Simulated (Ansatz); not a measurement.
# One shape, several levels: BH2Cl (SMILES BCl)

We compute a comparison of 6 runs (HF/3-21G, HF/def2-SVP, PBE0/STO-3G, PBE0/3-21G, B3LYP/6-31G*, CCSD(T)/def2-TZVP) of BH2Cl. 

The calculation is run with Ansatz 0.2.0.

10 further runs of the same task are left out: 3 that didn't finish, 7 set aside as unsound or not needed.

### Step 1. Starting point

The species is BH2Cl (4 atoms), meant as a singlet with charge 0. As SMILES, `BCl`. The shape is that of a PBE0-D4/def2-TZVP optimisation.

Bond lengths: B1–Cl2 1.733 Å, B1–H3 1.190 Å, B1–H4 1.190 Å. Angles: Cl2–B1–H3 118.1°, Cl2–B1–H4 118.1°, H3–B1–H4 123.7°.

### Step 2. Energy and gradient at HF/3-21G (run 1)

Input file job.yaml:

```yaml
crystal:
  periodic: [false, false, false]
  atoms:
    - {symbol: B, position_ang: [-0.116700, 0.021700, -0.075300]}
    - {symbol: Cl, position_ang: [1.365000, -0.395300, 0.721200]}
    - {symbol: H, position_ang: [-1.106200, -0.559500, 0.240400]}
    - {symbol: H, position_ang: [-0.086600, 0.872800, -0.906600]}
basis:
  gaussian:
    orbitals: 3-21G.json
hamiltonian:
  xc: hf
accuracy: high
output:
  forces: true
  orbitals: {seedname: orbitals}
```

The basis set 3-21G is read from a file made from the Basis Set Exchange's data (not shown).

Started as:

```bash
$ ansatz run job.yaml --threads 1 --pin off --max-ram 2610MiB --events-out events.jsonl --progress --plain --runs-dir runs
```

Log:

```text
Warning: RAYON_NUM_THREADS=1 ignored (pool sized by the plan → 1); use --threads N
Functional definition: HF
  name "HF"
  exchange = exact_x
  correlation = 0
534 factors; integrals over basis functions are off by at most 4.1e-9 eV
mean field evaluation 1: about -13142.7688 eV, gradient 1.2e1 eV
mean field evaluation 2: about -13142.7621 eV, gradient 1.2e1 eV
mean field evaluation 4: about -13143.3373 eV, gradient 1.1e0 eV
mean field evaluation 8: about -13143.3426 eV, gradient 1.9e-5 eV
mean field -13143.34261673 eV, -483.0089322873 hartree, gradient 2.7e-8 eV, S^2 0.000000; 0 other end points of the search recorded, 0 dependent functions left out
the calculation of the forces begins
reference -13143.34261673 eV, -483.0089322873 hartree; 12, 12 occupied and 14, 14 virtual orbitals, 534 factors
Total energy: -13143.34261673 eV, -483.0089322873 hartree
Atom 0 at    -0.116700     0.021700    -0.075300 Å, force    -1.477000     0.413674    -0.791875 eV/Å
Atom 1 at     1.365000    -0.395300     0.721200 Å, force     1.292255    -0.363528     0.694480 eV/Å
Atom 2 at    -1.106200    -0.559500     0.240400 Å, force     0.245867     0.189919    -0.123353 eV/Å
Atom 3 at    -0.086600     0.872800    -0.906600 Å, force    -0.061122    -0.240065     0.220748 eV/Å
Dipole moment:    -0.287567     0.080953    -0.154610 e Å
```

It took 0.41 s on 1 thread of AMD EPYC 7R43 (Zen 3), shared host.

### Step 3. Energy and gradient at HF/def2-SVP (run 2)

Input file molecule.yaml:

```yaml
crystal:
  periodic: [false, false, false]
  atoms:
    - symbol: B
      position_ang: [-0.116700, 0.021700, -0.075300]
    - symbol: Cl
      position_ang: [1.365000, -0.395300, 0.721200]
    - symbol: H
      position_ang: [-1.106200, -0.559500, 0.240400]
    - symbol: H
      position_ang: [-0.086600, 0.872800, -0.906600]
basis:
  gaussian:
    orbitals: def2-SVP
hamiltonian:
  xc: hf
accuracy: high
output: {forces: true, orbitals: {seedname: orbitals}}
```

Started as:

```bash
$ ansatz run molecule.yaml --threads 1 --pin off --max-ram 2610MiB --events-out events.jsonl --progress --plain --runs-dir runs
```

Log, cut to the lines that bear on the results:

```text
Warning: RAYON_NUM_THREADS=1 ignored (pool sized by the plan → 1); use --threads N
[... 2 set-up lines as earlier in the session ...]
[...]
857 factors; integrals over basis functions are off by at most 3.8e-9 eV
[...]
mean field -13203.09791838 eV, -485.2048991192 hartree, gradient 3.9e-8 eV, S^2 0.000000; 0 other end points of the search recorded, 0 dependent functions left out
[...]
reference -13203.09791838 eV, -485.2048991192 hartree; 12, 12 occupied and 30, 30 virtual orbitals, 857 factors
Total energy: -13203.09791838 eV, -485.2048991192 hartree
Atom 0 at    -0.116700     0.021700    -0.075300 Å, force    -0.360091     0.099269    -0.191409 eV/Å
Atom 1 at     1.365000    -0.395300     0.721200 Å, force     0.492081    -0.138333     0.264339 eV/Å
Atom 2 at    -1.106200    -0.559500     0.240400 Å, force    -0.070740     0.012183    -0.030454 eV/Å
Atom 3 at    -0.086600     0.872800    -0.906600 Å, force    -0.061250     0.026880    -0.042476 eV/Å
Dipole moment:    -0.142864     0.040233    -0.076828 e Å
```

It took 1.3 s on 1 thread of AMD EPYC 7R43 (Zen 3), shared host.

Runs 3 to 5 aren't shown in full; the table further down has their settings and results.

### Step 4. Energy and forces at CCSD(T)/def2-TZVP (run 6)

Input file run.yaml:

```yaml
crystal:
  periodic: [false, false, false]
  atoms:
    - symbol: B
      position_ang: [-0.116700, 0.021700, -0.075300]
    - symbol: Cl
      position_ang: [1.365000, -0.395300, 0.721200]
    - symbol: H
      position_ang: [-1.106200, -0.559500, 0.240400]
    - symbol: H
      position_ang: [-0.086600, 0.872800, -0.906600]
basis:
  gaussian:
    orbitals: def2-TZVP
correlation:
  method: ccsd_t
  frozen_orbitals: {B: 1, Cl: 5, H: 0}
accuracy: high
scf:
  omitted_lower_state_checks: [cluster_reference, increment]
output: {forces: true, orbitals: {seedname: orbitals}}
```

Started as:

```bash
$ ansatz run run.yaml --threads 1 --pin off --max-ram 2610MiB --events-out events.jsonl --progress --plain --runs-dir runs
```

Log, cut to the lines that bear on the results:

```text
Warning: RAYON_NUM_THREADS=1 ignored (pool sized by the plan → 1); use --threads N
[... 2 set-up lines as earlier in the session ...]
[...]
1293 factors; integrals over basis functions are off by at most 3.9e-9 eV
[...]
mean field -13208.13498588 eV, -485.3900079357 hartree, gradient 1.2e-8 eV, S^2 0.000000; 0 other end points of the search recorded, 0 dependent functions left out
6 core orbitals not correlated: weight in the atoms' cores, before any rotation towards them, 1.000 or more for the frozen orbitals, at most 0.000 for the correlated occupied ones
reference -13208.13498588 eV, -485.3900079357 hartree; 6, 6 occupied and 68, 68 virtual orbitals, 1293 factors
second order -7.78649975 eV of doubles, -0.00000000 eV of singles
cycle   1  -8.40503901 eV  change   -6.2e-1 eV  update   6.0e-2
[...]
cycle  20  -8.65678456 eV  change   1.6e-10 eV  update  5.1e-10
perturbative correction -0.33145196 eV, -0.0121806348 hartree
[...]
Total energy: -13217.12322240 eV, -485.7203195352 hartree
Atom 0 at    -0.116700     0.021700    -0.075300 Å, force    -0.194844     0.052947    -0.102773 eV/Å
Atom 1 at     1.365000    -0.395300     0.721200 Å, force     0.196505    -0.055168     0.105474 eV/Å
Atom 2 at    -1.106200    -0.559500     0.240400 Å, force     0.008089     0.013011    -0.010764 eV/Å
Atom 3 at    -0.086600     0.872800    -0.906600 Å, force    -0.009749    -0.010790     0.008064 eV/Å
Dipole moment:    -0.097146     0.027360    -0.052244 e Å
Checks for a lower state left out: cluster_reference, increment
```

Wall time 30 s (1 thread of AMD EPYC 7R43 (Zen 3), shared host); peak memory 0.47 GiB.

### Step 5. All runs side by side

| run | level | Cartesian functions | frozen core orbitals | energy (Eh) | dipole moment (D) | HOMO energy (eV) | LUMO energy (eV) | wall time |
| --- | --- | --- | --- | --- | --- | --- | --- | --- |
| 1 | HF/3-21G | no | – | -483.008932 | 1.62 | -12.07 | 1.84 | 0.41 s |
| 2 | HF/def2-SVP | no | – | -485.204899 | 0.80 | -11.86 | 2.08 | 1.3 s |
| 3 | PBE0/STO-3G | no | – | -480.765563 | 0.99 | -7.20 | 0.58 | 1.6 s |
| 4 | PBE0/3-21G | no | – | -483.702497 | 1.05 | -8.76 | -1.92 | 2 s |
| 5 | B3LYP/6-31G* (Cartesian functions) | yes | – | -486.269429 | 0.66 | -8.31 | -1.76 | 2.4 s |
| 6 | CCSD(T)/def2-TZVP | no | 6 | -485.720320 | 0.55 | -11.96 | 1.71 | 30 s |

### Step 6. Results

```
                                          quantity          value
                               run 6: total energy  -485.72032 Eh
         run 6: dipole moment (correlated density)         0.55 D
        run 6: HOMO energy (Hartree–Fock orbitals)      -11.96 eV
        run 6: LUMO energy (Hartree–Fock orbitals)        1.71 eV
      run 6: HOMO–LUMO gap (Hartree–Fock orbitals)       13.67 eV
run 6: correlation energy (6 core orbitals frozen)     -330.3 mEh
                             run 6: (T) correction     -12.18 mEh
                              run 6: T1 diagnostic          0.012
                   run 6: largest force on an atom     0.230 eV/Å
```

What this shows: The dipole moment (its size) runs from 0.55 D (CCSD(T)/def2-TZVP) to 1.62 D (HF/3-21G). The two ends differ in method and basis. Over runs 1, 2, 3, 4, 5 the HOMO–LUMO gap runs from 6.55 eV (B3LYP/6-31G*) to 13.94 eV (HF/def2-SVP). Totals of different functionals can't be ranked against each other. In run 3 the basis is minimal, so the values are rough. All runs together took 38 s, the longest 30 s.
